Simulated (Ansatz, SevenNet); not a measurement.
For rock-salt CdO, the machine-learned potential SevenNet-l3i5 (trained on PBE and PBE+U data) gives:

equilibrium lattice constant a: 4.786 Å
elastic constant C11: 179 GPa
elastic constant C44: 44.1 GPa
Voigt–Reuss–Hill shear modulus: 41.9 GPa

Q: What does Hartree–Fock (Ansatz, a quantum-chemistry and plane-wave program, plane waves, PAW) give for the same quantities?

A: 
- lattice constant a: 4.738 Å (falls by 1.0 %)
- elastic constant C11: 209 GPa (grows by 17 %)
- elastic constant C44: 77.6 GPa (grows by 76 %)
- Voigt–Reuss–Hill shear modulus: 62.6 GPa (increases by 49 %)

For comparison: lattice constant a 4.696 Å (measured, temperature not stated, no zero-point or thermal correction; as tabulated in Gopal et al. (2015), doi:10.1103/physrevb.91.245202).

Changes are worked out from the printed values.

Unless a cell is named, each level is at its own relaxed cell (SevenNet-l3i5 13.71, Hartree–Fock 13.30 Å³/atom).

Ansatz's density-functional and Hartree–Fock values are scalar-relativistic unless marked +SOC, with PAW data made under PBE.
